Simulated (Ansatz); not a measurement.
# Si₂H₄ (quintet): from Hartree-Fock to the top rungs, cc-pVDZ

The task here is to estimate one member of a computed series from the others.

Method: cc-pVDZ, core rule «outside noble gas», up to 10 orbitals frozen; program: Ansatz 0.2.0, Gaussian basis.

To be run: UHF; CCSD(T) on ROHF; CCSD(T) on UHF; BCCD(T) on ROHF; CISD; CCSDT(Q) on ROHF; CCSDT(Q) on UHF.

26 further runs of the same task are left out: 10 that didn't finish, 16 set aside as unsound or not needed.

## The geometry

The geometry is a PBE0/def2-TZVP stationary point (not a proven minimum) of the parent state, kept for this charge and spin.

6 atoms, charge 0, spin multiplicity 5.

Atoms are counted from 1 here; the program's logs count them from 0.

Bond lengths: Si1–Si2 2.317 Å, Si1–H3 1.489 Å, Si1–H4 1.485 Å, Si1–H5 1.489 Å, Si2–H6 1.492 Å. Angles: Si2–Si1–H3 111.5°, Si2–Si1–H4 106.9°, Si2–Si1–H5 111.5°, H3–Si1–H4 109.1°, H3–Si1–H5 108.6°, H4–Si1–H5 109.1°, Si1–Si2–H6 122.5°.

Set-up of the first run:

in.yaml

```yaml
crystal:
  periodic: [false, false, false]
  atoms:
    - {symbol: Si, position_ang: [0.000000, -0.042283, 1.106932]}
    - {symbol: Si, position_ang: [0.000000, 0.087730, -1.206301]}
    - {symbol: H, position_ang: [1.209065, -0.747364, 1.613865]}
    - {symbol: H, position_ang: [0.000001, 1.352573, 1.617487]}
    - {symbol: H, position_ang: [-1.209066, -0.747363, 1.613865]}
    - {symbol: H, position_ang: [-0.000001, -1.124200, -2.076363]}
basis:
  gaussian: {orbitals: cc-pVDZ}
magnetization: {spin_polarized: true, initial_magnetization: 4}
hamiltonian: {xc: hf}
output: {orbitals: {seedname: orbitals}}
```

Launch:

```console
$ ansatz run in.yaml --threads 1 --pin off --events-out ev --progress --plain --max-ram 2393MiB
```

Steps of the session up to this table: UHF; CCSD(T) on ROHF; CCSD(T) on UHF; BCCD(T) on ROHF; CISD; CCSDT(Q) on ROHF; CCSDT(Q) on UHF.

One table of the session follows, with a row left open; its other results are not shown here.

It belongs to the step «Misses and costs». 

```
   method  from UCCSDT(Q) (meV)
     ROHF                     ?
      UHF               +5823.8
     RMP2               +1425.0
     UMP2               +1454.1
     CISD                +666.9
    RCCSD                +219.5
    UCCSD                +216.8
 RCCSD(T)                 +53.0
 UCCSD(T)                 +53.6
  BCCD(T)                 +53.5
   RCCSDT                  +8.8
   UCCSDT                  +8.5
RCCSDT(Q)                  +0.9
UCCSDT(Q)                     0
```

**Question.** Estimate the row for ROHF.

**Answer.** from UCCSDT(Q) (meV): +5967.2. In the column «from UCCSDT(Q) (meV)» it is the highest.

Caveats from the session: Restricted and unrestricted rows rest on different reference determinants; where their highest levels disagree by more than a few hundredths of an eV, they describe different states and don't form one ladder.
